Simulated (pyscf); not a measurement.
Single points on ωB97X-D3(BJ)/def2-SVP structures (PySCF, gas phase).

**Question.** For the elementary gas-phase step `[GeH3][AsH2]` + `[AsH3]` -> `[GeH3][AsH][AsH2]` + `[H][H]` (singlet surface; As–H, As–H broken, As–As, H–H formed), what barrier and reaction energy does ωB97M-D3(BJ)/def2-TZVP give, measured from the separated reactants?

**Answer.** ΔE‡ = 2.71 eV, ΔE = -0.09 eV. Zero-point energy shifts the barrier by -0.04 eV. It is a four-centre exchange, with an imaginary mode of 1196i cm⁻¹. From the product side, H₃Ge–AsH• + AsH₂• + H₂ lies, by one bond made or cut, 0.64 eV under this saddle at ωB97M-D3(BJ)/def2-TZVP. This is the saddle that the search found; another between the same sides may lie lower. Elements up to Kr have no core potential and no relativistic terms here.
